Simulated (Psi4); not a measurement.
# B2PLYP/cc-pwCVTZ (density fitting, density fitting for correlation, sweep point 5) run of AlH3SO (SMILES [OH][AlH][SH])

What is the vertical electron affinity of AlH3SO at B2PLYP/cc-pwCVTZ (density fitting, density fitting for correlation, sweep point 5)? Input form: a Python script.

The calculation is run with Psi4 1.11.

**1. The structure to begin with**

AlH3SO: 6 atoms, total charge 0, spin state singlet. As SMILES, `[OH][AlH][SH]`. Geometry: relaxed at PBE0-D4/def2-TZVP. This is one conformer, not always the lowest.

Bond lengths: O1–Al2 1.690 Å, Al2–S3 2.186 Å, O1–H4 0.955 Å, Al2–H5 1.569 Å, S3–H6 1.344 Å. Angles: O1–Al2–S3 122.3°, O1–Al2–H5 118.4°, S3–Al2–H5 119.3°, Al2–O1–H4 126.2°, Al2–S3–H6 94.2°.

**2. A single-point energy at B2PLYP/cc-pwCVTZ (density fitting, density fitting for correlation, sweep point 5)**

The input, alh3os.py:

```python
import psi4

psi4.set_memory('1600 MB')
psi4.set_num_threads(1)
psi4.set_output_file('output.dat', False)

molecule = psi4.geometry("""
0 1
O     -2.09551730    -1.00363354    -1.67240762
Al     0.50474585     0.73850497    -1.04123909
S      2.32096163     0.72886737     2.66867123
H     -2.95628755    -2.08965915    -0.51721804
H      1.64160508     2.41204643    -3.20894393
H      0.66404976    -0.90706854     3.68364313
units au
symmetry c1
""")

options = {'puream': True, 'scf_type': 'df', 'dft_radial_points': 99, 'dft_spherical_points': 590, 'num_frozen_docc': 0}
psi4.set_options(options)

energy_value, wavefunction = psi4.energy("b2plyp/cc-pwCVTZ", molecule=molecule, return_wfn=True)
print(f'total energy {energy_value:.8f} hartree = {energy_value * 27.211386:.5f} eV')
```

The run is started by

```
$ python alh3os.py
```

output.dat:

```text
[...]
  Running in c1 symmetry.
[...]
  Nuclear repulsion =  131.686377988683972
[...]
  Multiplicity = 1
[...]
  Nalpha       = 20
  Nbeta        = 20
[...]
    Number of basis functions: 203
[...]
   @DF-RKS iter   1:  -717.16005800299047   -5.72704e-01   3.83823e-03 DIIS/ADIIS
[...]
   @DF-RKS iter   8:  -717.35861430696468   -4.21940e-08   3.81979e-07 DIIS
[...]
    Orbital Energies [Eh]
    ---------------------
    Doubly Occupied:
       1A    -90.141894     2A    -57.062484     3A    -19.715411
       4A     -8.351823     5A     -6.197798     6A     -6.195139
       7A     -6.193810     8A     -4.458507     9A     -2.915800
      10A     -2.912177    11A     -2.910716    12A     -1.121254
      13A     -0.820560    14A     -0.592780    15A     -0.481086
      16A     -0.444560    17A     -0.409986    18A     -0.403964
      19A     -0.356893    20A     -0.322393
[...]
  @DF-RKS Final Energy:  -717.35861430696468
   => Energetics <=
    Nuclear Repulsion Energy =            131.6863779886839723
    One-Electron Energy =               -1255.5873497182953997
    Two-Electron Energy =                 432.3926324327323414
    DFT Exchange-Correlation Energy =     -25.8502750100854648
    Empirical Dispersion Energy =           0.0000000000000000
    VV10 Nonlocal Energy =                  0.0000000000000000
    Total Energy =                       -717.3586143069645686
[...]
 Multipole Moments:
 ------------------------------------------------------------------------------------
     Multipole            Electronic (a.u.)      Nuclear  (a.u.)        Total (a.u.)
 ------------------------------------------------------------------------------------
 L = 1.  Multiply by 2.5417464519 to convert [e a0] to [Debye]
 Dipole X            :          0.8589896           -1.2411211           -0.3821315
 Dipole Y            :          0.5843441           -0.9906190           -0.4062748
 Dipole Z            :          0.1883402            0.1271209            0.3154611
 Magnitude           :                                                    0.6407803
[...]
```

The script printed:

```text
total energy -717.70497353 hartree = -19529.74707 eV
```

Wall time 17 s (1 thread of Intel Xeon 6975P-C (Granite Rapids), shared host); peak memory 1.1 GiB.

**3. The doublet anion, same level**

The input, job.py:

```python
import psi4

psi4.set_memory(1600000000)
psi4.set_num_threads(1)
psi4.set_output_file('psi4.out', False)

molecule = psi4.geometry("""
-1 2
O     -2.09551730    -1.00363354    -1.67240762
Al     0.50474585     0.73850497    -1.04123909
S      2.32096163     0.72886737     2.66867123
H     -2.95628755    -2.08965915    -0.51721804
H      1.64160508     2.41204643    -3.20894393
H      0.66404976    -0.90706854     3.68364313
units bohr
symmetry c1
""")

psi4.set_options({
    'basis': 'cc-pwCVTZ',
    'reference': 'uks',
    'puream': True,
    'scf_type': 'df',
    'dft_radial_points': 99,
    'dft_spherical_points': 590,
    'num_frozen_docc': 0,
    'maxiter': 100,
})

result, w = psi4.energy('B2PLYP', molecule=molecule, return_wfn=True)
print('E =', round(result, 9))
```

The run is started by

```
$ python job.py
```

psi4.out:

```text
[...]
  Running in c1 symmetry.
[...]
  Nuclear repulsion =  131.686377988683972
[...]
  Multiplicity = 2
[...]
  Nalpha       = 21
  Nbeta        = 20
[...]
    Number of basis functions: 203
[...]
   @DF-UKS iter   1:  -717.04489806750371   -4.57544e-01   4.12443e-03 DIIS/ADIIS
[...]
   @DF-UKS iter   9:  -717.30885558906698   -2.15433e-07   5.86021e-07 DIIS
[...]
   @S^2 Observed:                7.573852548E-01
[...]
    Orbital Energies [Eh]
    ---------------------
    Alpha Occupied:
       1A    -89.948421     2A    -56.826977     3A    -19.514961
       4A     -8.158943     5A     -6.005380     6A     -6.002044
       7A     -6.001400     8A     -4.225045     9A     -2.683159
      10A     -2.679683    11A     -2.677976    12A     -0.928124
      13A     -0.632841    14A     -0.396349    15A     -0.292428
      16A     -0.253143    17A     -0.224680    18A     -0.204050
      19A     -0.159324    20A     -0.142056    21A      0.084659
    Alpha Virtual:
      22A      0.191341    23A      0.222107    24A      0.245342
      25A      0.275821    26A      0.304880    27A      0.337858
[...]
  @DF-UKS Final Energy:  -717.30885558906698
   => Energetics <=
    Nuclear Repulsion Energy =            131.6863779886839723
    One-Electron Energy =               -1263.6811507008392255
    Two-Electron Energy =                 440.6323291862327096
    DFT Exchange-Correlation Energy =     -25.9464120631442938
    Empirical Dispersion Energy =           0.0000000000000000
    VV10 Nonlocal Energy =                  0.0000000000000000
    Total Energy =                       -717.3088555890668658
[...]
 Multipole Moments:
 ------------------------------------------------------------------------------------
     Multipole            Electronic (a.u.)      Nuclear  (a.u.)        Total (a.u.)
 ------------------------------------------------------------------------------------
 L = 1.  Multiply by 2.5417464519 to convert [e a0] to [Debye]
 Dipole X            :          0.7148724           -1.2411211           -0.5262487
 Dipole Y            :          0.0351197           -0.9906190           -0.9554992
 Dipole Z            :          1.2927782            0.1271209            1.4198991
 Magnitude           :                                                    1.7905390
[...]
```

The script printed:

```text
E = -717.660277369
```

Run time: 25 s. Hardware: 1 thread of Intel Xeon 6975P-C (Granite Rapids), shared host; peak memory 1.1 GiB.

**4. What came out**

At B2PLYP/cc-pwCVTZ (density fitting, density fitting for correlation, sweep point 5):

| quantity | value |
| --- | --- |
| singlet AlH3SO: total energy | -717.70497 Eh |
| singlet AlH3SO: HOMO energy (SCF part's orbitals) | -8.77 eV |
| singlet AlH3SO: LUMO energy (SCF part's orbitals) | 0.46 eV |
| singlet AlH3SO: HOMO–LUMO gap (SCF part's orbitals) | 9.24 eV |
| doublet anion: total energy | -717.66028 Eh |
| doublet anion: HOMO energy (SCF part's orbitals) (highest over α and β) | 2.30 eV |
| doublet anion: LUMO energy (SCF part's orbitals) (lowest over α and β) | 5.21 eV |
| doublet anion: ⟨S²⟩ | 0.757 |
| vertical electron affinity (to the doublet anion) | -1.216 eV |

In words: The anion lies 1.22 eV (117 kJ/mol) above the neutral: the electron isn't bound at this level, and such a value depends on the basis. Without diffuse functions anions come out too high. The HOMO (doublet anion) lies at positive energy, 2.30 eV; only total energies tell whether the electron is bound.
